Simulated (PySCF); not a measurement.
## Deuteron quadrupole couplings in `C/C=C/[PH-]`

C3H6P (charge -1).
SMILES with atom numbers: `[CH3:1]/[CH:2]=[CH:3]/[PH-:4]` (hydrogens: H5, H6, H7 on C1; H8 on C2; H9 on C3; H10 on P4)

Geometry (GFN2-xTB, Å), atoms numbered from 1 in this order:
```
atom  x, y, z in Å
C1    -1.4795   -0.1412    0.1333
C2     0.0066   -0.3349    0.0828
C3     0.8781    0.6393   -0.2235
P4     2.6333    0.5744   -0.3227
H5    -1.9953   -0.7962   -0.5798
H6    -1.8804   -0.3695    1.1286
H7    -1.7375    0.8900   -0.1084
H8     0.3635   -1.3321    0.3100
H9     0.4911    1.6326   -0.4489
H10    2.7291   -0.7576    0.0061
```

Level: PBE0/pcSseg-1 (PySCF, non-relativistic); Q(2H) = 0.00286 b; rigid geometry, the same for H and D, with no vibrational averaging.

Question: Rank these positions by the coupling χzz of a deuteron there, largest first.
A. H6 (methyl hydrogen)
B. H10 (P–H hydrogen)
C. H7 (methyl hydrogen)
D. H9 (vinylic hydrogen)
E. H8 (vinylic hydrogen)

Answer: E (227 kHz), D (218 kHz), C (213 kHz), A (206 kHz), B (162 kHz).

Question: What are Vzz, η and χzz (234.96 MHz × Q × Vzz) at all hydrogens?

Answer: 
| atom | bonded to | bond length (Å) | Vzz (au) | η | χzz (kHz) |
| --- | --- | --- | --- | --- | --- |
| H5 | C1 | 1.097 | 0.3068 | 0.01 | 206 |
| H6 | C1 | 1.097 | 0.3070 | 0.01 | 206 |
| H7 | C1 | 1.090 | 0.3174 | 0.01 | 213 |
| H8 | C2 | 1.083 | 0.3374 | 0.12 | 227 |
| H9 | C3 | 1.090 | 0.3249 | 0.05 | 218 |
| H10 | P4 | 1.375 | 0.2417 | 0.14 | 162 |

Question: Average by the element that carries the hydrogen.

Answer: on C: 214 kHz over 5 positions, mean bond length 1.091 Å; on P: 162 kHz over 1 position, mean bond length 1.375 Å.

Question: A static deuteron (I = 1) shows a doublet split by (3/2)χ, (3/4)χ(1 + η) and (3/4)χ(1 − η) with the field along z, y and x of the gradient. What are these for H10?

Answer: With |χ| = 162.4 kHz and η = 0.143: 244, 139 and 104 kHz, to first order and without motion.

Geometry: GFN2-xTB, one conformer, isolated ion. The pcSseg-1 basis has no diffuse functions, a weakness for an anion. The HOMO energy is positive at this level (+1.12 eV), so the outermost electrons may be held by the finite basis alone. GFN2-xTB bond lengths can be off by several hundredths of an ångström, more for odd bonds, and the gradients follow them. With a basis this small, the couplings can be 20 % off.

The run behind these numbers computed NMR shieldings as well. On one thread, INTEL XEON PLATINUM 8581C at 2.30 GHz (x86_64) (shared host), this took 7.5 s of wall time (grids of density and orbitals included) and 0.47 GiB of memory at its peak.
